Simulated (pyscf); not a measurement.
Structures and frequencies: ωB97X-D3(BJ)/def2-SVP in PySCF. Correlated levels are frozen-core, on RHF or UHF. ΔMP2 is the change of the MP2 total energy from the triple- to the quadruple-zeta basis.

SMILES: N[Si]N
```xyz
7

N     -1.4992     1.0546    -0.0194
Si    -1.6025    -0.3559    -1.0132
N     -0.5914    -1.4299    -0.1120
H     -0.9761     1.1680     0.8446
H     -1.9957     1.9023    -0.2713
H     -0.0973    -1.2362     0.7547
H     -0.4309    -2.3791    -0.4313
```
Charge 0, spin multiplicity 1.

Problem. How much does it cost (ΔH, 298 K, CCSD(T)/def2-TZVPP + ΔMP2(QZVPP)) to split H₂N–Si:–NH₂ [singlet] at its H–N bond into [HN=Si–NH₂]• + H•?

Solution. H–N to [HN=Si–NH₂]• + H•: 422.6 kJ/mol. The radicals are drawn with the spin at the cut bond; how far it spreads was not checked. Other isomers of H₂N–Si:–NH₂ [singlet], [HN=Si–NH₂]• were not searched in full and may lie lower. The CCSD(T) − MP2 part came from Ansatz, without density fitting, on the same reference.
